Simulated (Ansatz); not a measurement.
# AlB2H (triplet): from a generated start to a stationary point

Aim: relax a generated start of AlB2H (triplet) and see which bonds hold.

The runs use Ansatz 0.2.0, Gaussian basis; UKS PBE0/def2-TZVP.

### Step 1. The starting structure

4 atoms, charge 0, spin multiplicity 3.

Atoms are counted from 1 here; the program's logs count them from 0.

Bond lengths: Al1–B2 1.949 Å, Al1–H4 1.666 Å, B2–B3 1.450 Å. Angles: B2–Al1–H4 160.6°, Al1–B2–B3 170.7°.

The start was built by rule and, where that kept it together, relaxed with GFN2-xTB. Sticks and bond lists go by distance. 

### Step 2. Relaxation

in.yaml reads:

```yaml
crystal:
  periodic: [false, false, false]
  atoms:
    - {symbol: Al, position_ang: [-0.958949, -0.045418, -0.000563]}
    - {symbol: B, position_ang: [0.965435, -0.354496, -0.001205]}
    - {symbol: B, position_ang: [2.415849, -0.350676, -0.001328]}
    - {symbol: H, position_ang: [-2.422335, 0.750590, 0.003096]}
basis:
  gaussian: {orbitals: def2-TZVP}
magnetization: {spin_polarized: true, initial_magnetization: 2}
hamiltonian: {xc: pbe0}
relax: {f_tol: 0.004, max_steps: 80}
```

Run with:

```bash
ansatz run in.yaml --threads 1 --pin off --events-out ev --progress --plain --max-ram 2176MiB
```

Q: Predict the outcome of this session. Wanted: energy gained; shift from the start; total energy; dipole moment; ⟨S²⟩.

As calculated:

```
                  quantity          value
                     steps              8
             energy gained       0.192 eV
shift from the start (rms)        0.202 Å
              total energy  -7954.4897 eV
             dipole moment         3.21 D
                      ⟨S²⟩          2.132
```

What this shows: The bonds of the start are those of the end. Al1–H4 went from 1.666 to 1.573 Å. The determinant is spin-contaminated (excess 0.13). No vibrations were run, so this is a stationary point, not a proven minimum, and this spin need not be the ground state's.
